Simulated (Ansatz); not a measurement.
Results of G0W0@HSE06 in Ansatz (plane waves, hard PAW, contour deformation) for rock-salt KCl.

The cell has the measured lattice parameters. Conventional cell: a = 6.2929 Å, b = 6.2929 Å, c = 6.2929 Å, α = 90.00°, β = 90.00°, γ = 90.00°.

The quasiparticle gap at Γ at a fixed k mesh 2×2×2:

| response cutoff | value (eV) |
|---|---|
| 150 eV, 477 empty bands | 8.559 |
| 200 eV, 735 empty bands | 8.617 |
| 250 eV, 1027 empty bands | 8.652 |
| 300 eV, 1350 empty bands | 8.672 |

**Question.** Taking the value to converge with the response cutoff E as E^(−3/2), extrapolate from the last two rows.

**Answer.** With y = y∞ + c/w and weights w = 3953 and 5196 for the last two rows, y∞ = (w2 y2 − w1 y1)/(w2 − w1) = (5196 × 8.672 − 3953 × 8.652)/1243 = 8.736 eV, which lies 0.064 beyond the last row. Successive pairs of rows give 8.725, 8.740, 8.736. The limit also hangs on the law assumed, so its last digits aren't firm.

The other settings are not extrapolated, so this is the limit in one setting alone.

Note: GW on a hybrid start was not checked against another program.

Ansatz is a program for electronic structure.
